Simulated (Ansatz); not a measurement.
Worked example: the interaction energy

The pair of H$_{3}$O⁺ (SMILES [OH3+], atoms 1–4) and SiH$_{3}$F (SMILES [SiH3]F, atoms 5–9), both closed shells, in one local arrangement (a lower one may exist), relaxed at PBE0-D4/def2-TZVP:

O1  (1.246, -0.358, -1.714)
H2  (2.199, -0.200, -1.613)
H3  (0.709, -0.304, -0.811)
H4  (1.079, -1.170, -2.221)
Si5  (-1.135, 0.459, 1.349)
F6  (0.032, -0.248, 0.350)
H7  (-0.509, 1.718, 1.787)
H8  (-1.326, -0.539, 2.413)
H9  (-2.296, 0.641, 0.460)
(Å)

Both fragments are computed in the basis of the whole pair.

Program: Ansatz 0.2.0. Basis: def2-TZVPPD and def2-QZVPPD. Cores are frozen in the correlated methods.

Energies in eV:

| quantity | pair | first fragment | second fragment |
| --- | --- | --- | --- |
| Hartree–Fock, triple zeta (X = 3) | -12697.00906 | -2077.24041 | -10618.54927 |
| Hartree–Fock, quadruple zeta (X = 4) | -12697.47710 | -2077.33112 | -10618.92110 |
| MP2 correlation, X = 3 | -17.63694 | -7.02417 | -10.58924 |
| MP2 correlation, X = 4 | -19.04281 | -7.54673 | -11.45494 |
| CCSD(T) correlation, X = 3 | -18.94321 | -7.44576 | -11.46963 |

Work out the interaction energy at the basis limit: extrapolate Hartree–Fock as E(X) = E∞ + A exp(−7.88 √X) and the MP2 correlation as E(X) = E∞ + B X^−2.97 (the exponents that Neese and Valeev fitted for def2-TZVPP and QZVPP, reused here for the diffuse sets), then add CCSD(T) − MP2 in triple zeta.

Each step is linear, so take the differences first (pair − first fragment − second fragment): Hartree–Fock -1.21938 (X = 3) and -1.22488 (X = 4); MP2 correlation -0.02353 and -0.04114; CCSD(T) correlation -0.02782.
Two points give E∞ = E(4) + w [E(4) − E(3)], with w = 1/(exp(7.88 (2 − √3)) − 1) = 0.1377 for Hartree–Fock and w = 1/((4/3)^2.97 − 1) = 0.7407 for the correlation.
Hartree–Fock: -1.22488 + 0.1377 × (-0.00550) = -1.2256 eV.
MP2 correlation: -0.04114 + 0.7407 × (-0.01761) = -0.0542 eV.
CCSD(T) − MP2: -0.02782 − (-0.02353) = -0.0043 eV.
Sum: -1.2256 + (-0.0542) + (-0.0043) = -1.2841 eV, or -29.61 kcal/mol. Plain CCSD(T) in triple zeta gives -1.2472 eV, so the larger basis shifts the result by -0.0369 eV.

T1 diagnostic: at most 0.013.

For scale, one of the runs: CCSD(T)/def2-TZVPPD, 230 basis functions, launched by `ansatz run in.yaml --threads 4 --pin off --events-out ev --progress --plain --max-ram 9574MiB`. Hardware: 4 CPU threads of an Arm Neoverse V2, shared host. Wall time 45 s; peak host memory 3.9 GiB.
